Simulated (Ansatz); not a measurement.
C6H10 can be A, `CC1=CCCC1`, or B, `CCC#CCC`.

Computed with Ansatz on PBE0-D4/def2-TZVP structures; ΔE is electronic, products minus reactants. CCSD(T)/CBS adds triple-zeta CCSD(T) − MP2 to the extrapolated MP2 energy (def2 sets, frozen cores). DFT in def2-TZVPP. B3LYP here is the variant with VWN-RPA as its local correlation; programs differ in this.

**Question.** Which isomer does CCSD(T)/CBS put lower? Give the gap. (Best estimate.)

**Answer.** Ansatz gave: A, by 114.9 kJ/mol.

**Question.** Give E(B) − E(A) in kJ/mol with CCSD(T)/def2-SVP, PBE-D4, CCSD(T)/def2-TZVPP, LDA (SPW92), BLYP-D4, B3LYP, ωB97M-V. (Best estimate.)

**Answer.** Computed: CCSD(T)/def2-SVP 120.4, PBE-D4 122.9, CCSD(T)/def2-TZVPP 116.0, LDA (SPW92) 149.0, BLYP-D4 99.8, B3LYP 97.5, ωB97M-V 119.2. None reverses the order clearly.

Largest T1 diagnostic: 0.010.

Leaving LDA and LC-ωPBE aside and taking each functional with its dispersion term where it has one, the values spread over 32.3 kJ/mol, from BLYP-D4 to PBE0-D4. LDA lies +32.7 kJ/mol from PBE without D4. The D4 term adds +10.7 kJ/mol with B3LYP and +5.5 kJ/mol with PBE0; it sums over pairs of atoms, weighted by their polarisabilities, and B3LYP, whose exchange is more repulsive, gets the larger term.
